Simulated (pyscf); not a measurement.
hydrogen fluoride (HF) + HO–SiH•–F -> F–SiH•–F + water (H₂O) (four-centre exchange; doublet surface; F–H, O–Si broken, F–Si, H–O formed). Structures and frequencies: ωB97X-D3(BJ)/def2-SVP in PySCF. MP2 and CC: frozen core, UHF for open shells. ΔMP2 is the change of the MP2 total energy from the triple- to the quadruple-zeta basis. Energies in eV from the separated reactants.

| level | barrier | reaction energy |
|---|---|---|
| PBE/def2-TZVP | 0.27 | -0.37 |
| r²SCAN/def2-TZVP | 0.33 | -0.37 |
| PBE0-D3(BJ)/def2-TZVP | 0.39 | -0.34 |
| M06-2X/def2-TZVP | 0.43 | -0.34 |
| CCSD/def2-TZVPP | 0.71 | -0.35 |
| CCSD(T)/def2-TZVPP | 0.61 | -0.35 |
| CCSD(T)/def2-TZVPP + ΔMP2(QZVPP) | ? | ? |

**Question.** What belongs in the gaps?

**Answer.** 
- CCSD(T)/def2-TZVPP + ΔMP2(QZVPP), barrier: 0.63
- CCSD(T)/def2-TZVPP + ΔMP2(QZVPP), reaction energy: -0.36

Of the functionals in the table, M06-2X is closest to CCSD(T)/def2-TZVPP + ΔMP2(QZVPP) in the barrier (0.20 eV apart) and PBE least close (0.35 eV); that level has limits of its own. On the reactant side the descent ends in a complex, 0.26 eV under the separated species and 0.75 eV under the saddle at ωB97X-D3(BJ)/def2-TZVP. At ωB97X-D3(BJ)/def2-TZVP the barrier from the zero used here is 0.49 eV. This is the saddle that the search found; another between the same sides may lie lower. The CCSD(T) − MP2 part came from Ansatz, without density fitting, on the same reference.
